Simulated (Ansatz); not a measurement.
System: rock-salt RbBr. Method: G0W0@PBE (Ansatz, a quantum-chemistry and plane-wave program, hard PAW, contour deformation).

The same calculation (at the measured cell, 40.900 Å³/atom) with different numerical settings; throughout: k mesh 2×2×2:

```
run  response cutoff (eV)  empty bands  quasiparticle gap on the mesh (eV)  quasiparticle gap at Γ (eV)  rough time
---  --------------------  -----------  ----------------------------------  ---------------------------  ----------
1                     100          341                               6.625                        6.625    8 core-s
2                     150          627                               6.746                        6.746   20 core-s
3                     200          965                               6.798                        6.798   60 core-s
4                     250         1349                               6.825                        6.825  3 core-min
5                     300         1773                               6.839                        6.839  3 core-min
```

In the column quasiparticle gap on the mesh (eV) the first row differs from the last by -0.214 and the next to last by -0.014.

The last row is no converged limit: other settings stay fixed.

Spin–orbit coupling is not included.
